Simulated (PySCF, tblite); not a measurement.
Isomers of C3H7OPS, one GFN2-xTB conformer each. Single-point energies are computed at PBE0/pcSseg-1 (PySCF, gas phase, no added dispersion term), electronic only.

| SMILES | GFN2-xTB relative energy (kJ/mol) |
| --- | --- |
| CC(=O)[P@@H](C)=S | 0.0 |
| OCP1(=S)CC1 | 103.4 |

Conformers: `[CH3:1][C:2](=[O:3])[P@@H:4]([CH3:5])=[S:6]` with C1–C2–P4–C5 161°; `[OH:1][CH2:2][P:3]1(=[S:4])[CH2:5][CH2:6]1` with H–O1–C2–P3 -53°, O1–C2–P3–S4 49°.

Task: What does PBE0/pcSseg-1 give for the same structures?

Result: 
```csv
SMILES,PBE0/pcSseg-1 E (Eh),PBE0/pcSseg-1 (kJ/mol),GFN2-xTB (kJ/mol),point group
CC(=O)[P@@H](C)=S,-932.76595,0.0,0.0,C1
OCP1(=S)CC1,-932.73184,89.6,103.4,C1
```

Both levels put the same isomer lowest. As drawn, the lower has a C=O bond, which the higher lacks; the higher has a three-membered ring and an O–H bond, which the lower lacks.

Task: Which frontier levels, dipoles and rotational constants go with these structures?

Result: 
```
           SMILES  HOMO (eV, PBE0/pcSseg-1)  LUMO (eV)  dipole (D)     A, B, C (MHz)
CC(=O)[P@@H](C)=S                     -6.61      -1.65        3.92  2973, 1858, 1362
      OCP1(=S)CC1                     -6.54       0.28        3.83  2556, 2285, 1393
```

Task: What happens when harmonic zero-point energies from GFN2-xTB frequencies are added?

Result: 
```tsv
SMILES	ZPE (kJ/mol)	electronic (kJ/mol)	with ZPE (kJ/mol)
CC(=O)[P@@H](C)=S	242.5	0.0	0.0
OCP1(=S)CC1	250.9	89.6	98.1
```

The zero-point energies span 8.4 kJ/mol. The order is unchanged.
